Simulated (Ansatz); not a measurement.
The input, for Ansatz 0.2.0:

```yaml
crystal:
  periodic: [false, false, false]
  atoms:
    - {symbol: Al, position_ang: [0.000000, 0.084609, -0.106720]}
    - {symbol: H, position_ang: [0.000000, -0.300184, 1.934330]}
    - {symbol: H, position_ang: [-0.000001, 0.469402, 1.934330]}
    - {symbol: H, position_ang: [-0.000002, 1.621544, -0.322871]}
    - {symbol: H, position_ang: [0.000005, -4.055647, -0.688999]}
basis:
  gaussian: {orbitals: cc-pVDZ}
total_charge: 1
magnetization: {spin_polarized: false}
hamiltonian: {pseudopotentials: {relativity: scalar}}
correlation: {method: ccsd, electrons: valence}
scf: {lower_state_search: off}
output: {forces: true}
```

```sh
$ ansatz run in.yaml --threads 1 --pin off --events-out ev --progress --plain --max-ram 2393MiB
```

Output:

```
these checks for a lower state are left out or cut short: starts, cluster_reference, orbital_swaps, neighbouring_geometries, increment
350 factors; integrals over basis functions are off by at most 1.6e-3 eV
mean field evaluation 1: about -6638.8797 eV, gradient 1.1e1 eV
mean field evaluation 2: about -6638.8812 eV, gradient 1.1e1 eV
mean field evaluation 4: about -6641.4151 eV, gradient 5.6e0 eV
mean field evaluation 8: about -6641.6839 eV, gradient 2.8e-1 eV
mean field -6641.68456446 eV, -244.0774058485 hartree, gradient 1.1e-6 eV, S^2 0.000000; 0 other end points of the search recorded, 0 dependent functions left out; unrestricted orbitals would lower it
5 core orbitals not correlated: weight in the atoms' cores, before any rotation towards them, 1.000 or more for the frozen orbitals, at most 0.000 for the correlated occupied ones
reference -6641.68456446 eV, -244.0774058485 hartree; 3, 3 occupied and 30, 30 virtual orbitals, 350 factors
second order -3.74985093 eV of doubles, -0.00000000 eV of singles
cycle   1  -3.36345323 eV  change    -1.1e0 eV  update   1.5e-1
cycle   2  -3.98313754 eV  change   -6.2e-1 eV  update   1.3e-1
cycle   3  -4.40051849 eV  change   -4.2e-1 eV  update   1.1e-1
cycle   4  -4.70338683 eV  change   -3.0e-1 eV  update   8.8e-2
cycle   5  -4.93052888 eV  change   -2.3e-1 eV  update   7.2e-2
cycle   6  -5.10278606 eV  change   -1.7e-1 eV  update   5.7e-2
cycle   7  -5.68378884 eV  change   -5.8e-1 eV  update   4.4e-2
cycle   8  -5.61499071 eV  change    6.9e-2 eV  update   7.6e-3
cycle   9  -5.58697397 eV  change    2.8e-2 eV  update   2.0e-3
cycle  10  -5.61481817 eV  change   -2.8e-2 eV  update   4.1e-3
cycle  11  -5.62798703 eV  change   -1.3e-2 eV  update   1.0e-3
cycle  12  -5.62549025 eV  change    2.5e-3 eV  update   8.1e-4
cycle  13  -5.62272856 eV  change    2.8e-3 eV  update   4.5e-4
cycle  14  -5.62174260 eV  change    9.9e-4 eV  update   9.5e-5
cycle  15  -5.62207992 eV  change   -3.4e-4 eV  update   3.3e-5
cycle  16  -5.62200532 eV  change    7.5e-5 eV  update   8.6e-6
cycle  17  -5.62201805 eV  change   -1.3e-5 eV  update   1.5e-6
cycle  18  -5.62201122 eV  change    6.8e-6 eV  update   8.0e-7
cycle  19  -5.62200946 eV  change    1.8e-6 eV  update   2.5e-7
cycle  20  -5.62200642 eV  change    3.0e-6 eV  update   7.7e-7
cycle  21  -5.62200165 eV  change    4.8e-6 eV  update   4.8e-7
cycle  22  -5.62200129 eV  change    3.7e-7 eV  update   6.7e-8
WARN: these amplitudes may be one of several solutions (largest doubles amplitude 0.85, level shift 7.02 eV)
the calculation of the forces begins
Total energy: -6647.30656575 eV, -244.2840105850 hartree
Relativity: scalar
Atom 0 at     0.000000     0.084609    -0.106720 Å, force     0.000001    -0.556740    -0.474443 eV/Å
Atom 1 at     0.000000    -0.300184     1.934330 Å, force     0.000000    -0.119850     0.189023 eV/Å
Atom 2 at    -0.000001     0.469402     1.934330 Å, force    -0.000000     0.188187     0.253298 eV/Å
Atom 3 at    -0.000002     1.621544    -0.322871 Å, force    -0.000000     0.395124     0.019028 eV/Å
Atom 4 at     0.000005    -4.055647    -0.688999 Å, force    -0.000000     0.093279     0.013095 eV/Å
Dipole moment:    -0.000000     0.048137     0.234571 e Å
Checks for a lower state left out: starts, cluster_reference, orbital_swaps, neighbouring_geometries, increment
```

Forces (eV/Å):
```
Al   0.000 -0.557 -0.474
H    0.000 -0.120  0.189
H    0.000  0.188  0.253
H    0.000  0.395  0.019
H    0.000  0.093  0.013
```

Ran on 1 thread of Arm Neoverse V2, shared host: 0.58 s wall, 0.17 GiB peak host memory.
